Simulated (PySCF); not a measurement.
Isomers of H3O3P, one GFN2-xTB conformer each. Single-point energies are computed at PBE0/pcSseg-1 (PySCF, gas phase, no added dispersion term), electronic only.

Question: Rank them by PBE0/pcSseg-1 energy, lowest first (kJ/mol).
A. `[O:1]=[PH:2]([OH:3])[OH:4]` with O1–P2–O3–H 1°, O1–P2–O4–H 1°
B. `[OH:1][P:2]([OH:3])[OH:4]` with H–O1–P2–O3 80°, O1–P2–O3–H 179°, O1–P2–O4–H 80°

Answer: A (0.0), B (34.6).

As drawn, the lower has a P=O bond, which the higher lacks. GFN2-xTB itself gives, in the same order: 0.0, 24.2. Both levels put the same isomer lowest.

Question: Which frontier levels, dipoles and rotational constants go with these structures?

Answer: 
| SMILES | HOMO (eV, PBE0/pcSseg-1) | LUMO (eV) | dipole (D) | A, B, C (MHz) |
| --- | --- | --- | --- | --- |
| O=[PH](O)O | -8.82 | 0.97 | 0.75 | 8274, 7659, 4561 |
| OP(O)O | -6.84 | 1.08 | 1.85 | 7488, 7484, 4568 |
